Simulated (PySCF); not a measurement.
# C4H8F2 (CH3CH2CF2CH3): the cost of one run

Programs: PySCF 2.14.0, with density-fitted response routines of our own. Each step states its level of theory. These are calculated values for one molecule in the gas phase, unless marked as measured. Atoms count from 0, in the outputs and in this text.

**1. The molecule as given**

14 atoms, charge 0, multiplicity 1; geometry from: MMFF94s. The atoms were then displaced at random by about 0.03 Å, so the start is not that level's minimum.

Bonds of the start (Å): C0–C1 1.59, C1–C2 1.56, C2–C3 1.36, C2–F4 1.37, C2–F5 1.39, C0–H6 1.02, C0–H7 1.13, C0–H8 1.18, C1–H9 1.07, C1–H10 1.13, C3–H11 1.11, C3–H12 1.14, C3–H13 1.17.

**2. Relaxing the molecule at PBE0-D3(BJ)/def2-SVP**

The job: settings as JSON, then the geometry in Å.

```
{"job": {"xc": "PBE0", "basis": "def2-SVP", "d3": "d3bj", "grid": 1, "shake": 0.03, "kind": "geom"}, "charge": 0, "multiplicity": 1}
C      1.971590    -0.334930     0.162060
C      0.413580    -0.578490     0.323150
C     -0.509740     0.501050    -0.322330
C     -1.828010     0.233100    -0.141430
F     -0.177680     0.593800    -1.651880
F     -0.179670     1.727320     0.254460
H      2.546660    -1.050640     0.609090
H      2.220850    -0.185370    -0.926400
H      2.170030     0.709460     0.679270
H      0.207920    -1.543970    -0.099270
H      0.190460    -0.651270     1.428180
H     -2.189720    -0.712170    -0.593900
H     -2.290910     0.215430     0.897830
H     -2.564790     1.032840    -0.575590
```

Started as:

```sh
$ OMP_NUM_THREADS=1 python probes_run.py task.json out
```

This one command runs all jobs of the session in turn.

Q: Estimate the wall time and peak memory of this first job on 1 thread of Arm Neoverse V2, shared host.

About 43 s, with a peak of 0.51 GiB.
